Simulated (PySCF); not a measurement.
5-methyl-1,3-cyclopentadiene, C₆H₈.
Bonds: C1–C2, C2–C3, C3–C4 (double), C4–C5, C5–C6 (double), C2–C6. Hydrogens: H7, H8, H9 on C1; H10 on C2; H11 on C3; H12 on C4; H13 on C5; H14 on C6.

Method used: TDDFT CAM-B3LYP/def2-SVPD, vertical, gas phase, core orbitals frozen in the response (PySCF 2.14.0, density-fitted response routines). Isolated species at its PBE0-D3(BJ)/def2-SVP geometry, gas phase.

Each state is given a Gaussian of 0.25 eV full width at half maximum, with ε(max) = 2.175×10⁸ f / Δν̃ (Δν̃ the width in cm⁻¹). The width is an assumption, not a result. The curve ends short of the highest state used, and states not computed would add to its high-energy end.

```json
{"E (eV)": "4.66", "ε (L mol⁻¹ cm⁻¹)": "15"}
{"E (eV)": "4.71", "ε (L mol⁻¹ cm⁻¹)": "71"}
{"E (eV)": "4.76", "ε (L mol⁻¹ cm⁻¹)": "265"}
{"E (eV)": "4.81", "ε (L mol⁻¹ cm⁻¹)": "792"}
{"E (eV)": "4.86", "ε (L mol⁻¹ cm⁻¹)": "1894"}
{"E (eV)": "4.91", "ε (L mol⁻¹ cm⁻¹)": "3628"}
{"E (eV)": "4.96", "ε (L mol⁻¹ cm⁻¹)": "5570"}
{"E (eV)": "5.02", "ε (L mol⁻¹ cm⁻¹)": "6950"}
{"E (eV)": "5.07", "ε (L mol⁻¹ cm⁻¹)": "6549"}
{"E (eV)": "5.12", "ε (L mol⁻¹ cm⁻¹)": "4944"}
{"E (eV)": "5.17", "ε (L mol⁻¹ cm⁻¹)": "2989"}
{"E (eV)": "5.22", "ε (L mol⁻¹ cm⁻¹)": "1448"}
{"E (eV)": "5.27", "ε (L mol⁻¹ cm⁻¹)": "562"}
{"E (eV)": "5.32", "ε (L mol⁻¹ cm⁻¹)": "175"}
{"E (eV)": "5.38", "ε (L mol⁻¹ cm⁻¹)": "32"}
{"E (eV)": "5.43", "ε (L mol⁻¹ cm⁻¹)": "6"}
{"E (eV)": "5.48", "ε (L mol⁻¹ cm⁻¹)": "1"}
{"E (eV)": "5.53", "ε (L mol⁻¹ cm⁻¹)": "0"}
{"E (eV)": "5.58", "ε (L mol⁻¹ cm⁻¹)": "0"}
{"E (eV)": "5.63", "ε (L mol⁻¹ cm⁻¹)": "0"}
{"E (eV)": "5.68", "ε (L mol⁻¹ cm⁻¹)": "0"}
{"E (eV)": "5.74", "ε (L mol⁻¹ cm⁻¹)": "0"}
{"E (eV)": "5.79", "ε (L mol⁻¹ cm⁻¹)": "0"}
{"E (eV)": "5.84", "ε (L mol⁻¹ cm⁻¹)": "0"}
{"E (eV)": "5.89", "ε (L mol⁻¹ cm⁻¹)": "0"}
{"E (eV)": "5.94", "ε (L mol⁻¹ cm⁻¹)": "0"}
{"E (eV)": "5.99", "ε (L mol⁻¹ cm⁻¹)": "0"}
{"E (eV)": "6.04", "ε (L mol⁻¹ cm⁻¹)": "2"}
{"E (eV)": "6.09", "ε (L mol⁻¹ cm⁻¹)": "10"}
{"E (eV)": "6.15", "ε (L mol⁻¹ cm⁻¹)": "47"}
{"E (eV)": "6.20", "ε (L mol⁻¹ cm⁻¹)": "136"}
{"E (eV)": "6.25", "ε (L mol⁻¹ cm⁻¹)": "314"}
{"E (eV)": "6.30", "ε (L mol⁻¹ cm⁻¹)": "582"}
{"E (eV)": "6.35", "ε (L mol⁻¹ cm⁻¹)": "864"}
{"E (eV)": "6.40", "ε (L mol⁻¹ cm⁻¹)": "1027"}
{"E (eV)": "6.45", "ε (L mol⁻¹ cm⁻¹)": "979"}
{"E (eV)": "6.51", "ε (L mol⁻¹ cm⁻¹)": "699"}
{"E (eV)": "6.56", "ε (L mol⁻¹ cm⁻¹)": "445"}
{"E (eV)": "6.61", "ε (L mol⁻¹ cm⁻¹)": "322"}
{"E (eV)": "6.66", "ε (L mol⁻¹ cm⁻¹)": "400"}
{"E (eV)": "6.71", "ε (L mol⁻¹ cm⁻¹)": "676"}
{"E (eV)": "6.76", "ε (L mol⁻¹ cm⁻¹)": "1058"}
{"E (eV)": "6.81", "ε (L mol⁻¹ cm⁻¹)": "1406"}
{"E (eV)": "6.87", "ε (L mol⁻¹ cm⁻¹)": "1734"}
```

Q: Locate the maxima and give the states behind the curve.

A: 246 nm (5.03 eV), ε about 7000, made up of S1 (100%); 193 nm (6.41 eV), ε about 1000, made up of S2 (100%) (ε in L mol⁻¹ cm⁻¹; maxima over ε = 5, shares over 10%). At its high-energy end, 6.87 eV, the curve is still rising (ε about 1700, from S3 and S4). The states used: S1 5.03 eV (f 0.065); S2 6.41 eV (f 0.0096); S3 6.84 eV (f 0.013); S4 7.11 eV (f 0.047); S5 7.14 eV (f 0.019); S6 7.47 eV (f 0.0024).

Q: What would ε be at 5.03 eV, the highest of these maxima, with half the width (0.125 eV)?

A: About 14000 L mol⁻¹ cm⁻¹ against 6990, a factor of about 2.00; a lone state at its own centre would give exactly 2.

Q: On this curve, what absorbance would a 10⁻⁵ mol/L sample give at 254 nm over a 1 cm path?

A: 254 nm is 4.881 eV, where ε is about 2600 L mol⁻¹ cm⁻¹, so A = ε c l ≈ 0.026 (Beer–Lambert, with the gas-phase spectrum and the assumed width).

Q: Coming from long wavelengths, where does ε first pass 100 L mol⁻¹ cm⁻¹?

A: At about 263 nm (4.72 eV), 0.31 eV below S1.

Time: 25 s; peak memory 0.81 GiB. Hardware: Intel Xeon Platinum 8488C, one thread, shared host with 192 logical CPUs at a one-minute load of 89.
